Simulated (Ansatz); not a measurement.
`CC(C)(O)Cl` and `CC(O)Cl` differ in one atom or group.

Ansatz, PBE0-D4/def2-TZVP geometries, multiplicity 1. Each molecule was computed in one conformer, which needn't be the lowest.

```tsv
property	`CC(C)(O)Cl`
HOMO–LUMO gap (PBE0/def2-TZVPP) / eV	8.85
HOMO–LUMO gap (ωB97M-V/def2-TZVPP) / eV	12.81
ideal-gas entropy at 298 K and 1 bar (rigid rotor, harmonic PBE0-D4/def2-TZVP) / J/(mol·K)	322
size of the dipole moment (PBE/def2-TZVPP) / D	2.09
LUMO energy (B3LYP/def2-TZVPP) / eV	0.27
size of the dipole moment (B3LYP/def2-TZVPP) / D	2.13
```

Question: Give the same properties after the change, and the shifts. (An estimate is asked.)

Answer: The calculation gave: 
```
                                                                                  property  `CC(O)Cl`  shift
                                                      HOMO–LUMO gap (PBE0/def2-TZVPP) / eV       9.08   0.23
                                                   HOMO–LUMO gap (ωB97M-V/def2-TZVPP) / eV      13.05   0.24
ideal-gas entropy at 298 K and 1 bar (rigid rotor, harmonic PBE0-D4/def2-TZVP) / J/(mol·K)        297    -25
                                            size of the dipole moment (PBE/def2-TZVPP) / D       2.19   0.10
                                                       LUMO energy (B3LYP/def2-TZVPP) / eV       0.35   0.08
                                          size of the dipole moment (B3LYP/def2-TZVPP) / D       2.24   0.11
```

With PBE0 the HOMO falls by 0.13 eV and the LUMO rises by 0.10 eV, so the gap widens by about 0.23 eV. PBE moves the HOMO by -0.15 eV and ωB97M-V by -0.12 eV. The zero-point energy changes by -72.2 kJ/mol with -9 modes. Dipoles are sizes alone; their direction can turn.

Positive LUMOs are unbound, so they and the gaps depend on the basis.

B3LYP here is the variant with VWN-RPA as its local correlation; programs differ in this.
